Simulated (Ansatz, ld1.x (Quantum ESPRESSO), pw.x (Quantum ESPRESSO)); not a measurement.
**Sr (Z = 38) (fcc): variants of one TM potential in the solid**

ld1.x (Quantum ESPRESSO) 7.5 input, shortened:

```
&input
   title='Sr', zed=38., rel=1, dft='PBE', iswitch=3,
   config='[Kr] 4d0 5s2 5p0'
 /
 &inputp
   pseudotype=2, tm=.true., lloc=0,
   nlcc=.false.
 /
3
5P  2  1   0.00   0.00  4.20  4.20  0.0
4D  3  2   0.00   0.00  3.20  3.20  0.0
5S  1  0   2.00   0.00  2.65  2.65  0.0
 &test
   configts(1)='4d0 5s2 5p0'
 /
```

Crystal test: fcc Sr in pw.x 7.5, no spin, 10³ k-points, Fermi–Dirac smearing 0.01 Ry, cutoffs set for each file from its atomic test. The reference is all-electron LAPW (Ansatz 0.2.0) with the same functional, mesh and smearing; V0 and B0 come from Birch–Murnaghan fits to the pressures at five volumes. Errors are pseudo minus all-electron; Δ is the rms difference of the E(V) curves that follow from these fits, minima aligned, over ±6 % about the mean V0. Mesh and smearing are coarse, so the numbers serve the comparison and aren't converged zero-temperature values; the lattice is a test structure that the element need not adopt.

All-electron: a0 = 6.043 Å (V0 = 55.17 Å³/atom), B0 = 11.8 GPa.

Base: The largest radius (4.20 bohr) exceeds half the bond length (4.04 bohr), so the spheres overlap, which is one possible source of error among others. This is a poor potential for the solid. The logarithmic derivative shows an extra or strongly shifted pseudo pole above the reference energy (s near 0.98 Ry).

1 further variants are left out: they gave no file fit for a test, a broken result, the same result as the base, or pressures whose basis-set error rivals the error shown.

A dash in a converged row means that the minimum lies outside the volumes sampled.

| change | cutoffs (Ry) | pw.x | a0 (Å) | a0 error (%) | B0 error (%) | Δ (meV/atom) | mean pressure error (GPa) |
| --- | --- | --- | --- | --- | --- | --- | --- |
| base | 35/140 | converged | – | – | – | – | -0.75 |
| local potential all-electron potential smoothed inside 2.45 bohr (lloc = -2) | 35/140 | converged; bound ghost | – | – | – | – | -1.01 |
| all radii scaled by about 1.10 (s 2.92, p 4.62, d 3.52 bohr) | 35/140 | converged | 5.980 | -1.04 | -12.0 | 4.3 | -0.32 |
| wave 4d (bound): rc 3.20 bohr becomes 4d (bound): rc 4.14 bohr | 35/140 | converged | – | – | – | – | -0.74 |
| core correction a·sin(br)/r model core inside 3.18 bohr | 50/200 | converged | 6.026 | -0.28 | +5.1 | 1.2 | -0.10 |
